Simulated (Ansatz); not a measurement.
Relaxation of CH₅AlB (8 atoms, charge 0, multiplicity 2), to a largest force component of 0.02 eV/Å in at most 50 steps.

Level of theory: Ansatz, UKS PBE-D4/cc-pVDZ.

```xyz
8
Properties=species:S:1:pos:R:3
C -0.738 1.385 -0.328
B -0.076 0.034 0.029
Al 0.874 -1.694 0.417
H -0.913 1.465 -1.404
H -0.072 2.213 -0.074
H -1.693 1.588 0.163
H 2.235 -2.177 -0.210
H 0.383 -2.813 1.408
```

Problem. Where does it end, and by what steps?

Solution. It converged. After 7 steps the energy has fallen by 0.175 eV; H6 moved furthest, 0.28 Å.

| step | energy less start (eV) | largest force component (eV/Å) | accepted |
| --- | --- | --- | --- |
| 0 | 0.0000 | 0.695 | yes |
| 1 | -0.1507 | 0.322 | yes |
| 2 | -0.1652 | 0.150 | yes |
| 3 | -0.1716 | 0.104 | yes |
| 4 | -0.1740 | 0.063 | yes |
| 5 | -0.1744 | 0.023 | yes |
| 6 | -0.1744 | 0.050 | yes |
| 7 | -0.1746 | 0.007 | yes |

```xyz
8
Properties=species:S:1:pos:R:3
C -0.670 1.378 -0.363
B 0.035 0.054 -0.054
Al 0.900 -1.738 0.420
H -0.999 1.491 -1.419
H -0.113 2.286 -0.046
H -1.601 1.344 0.256
H 2.300 -2.125 -0.271
H 0.149 -2.690 1.477
```

Time of the run: 16 s on 2 threads of AMD EPYC 7R13 Processor (Zen 3) (shared host), peak memory 0.18 GiB.
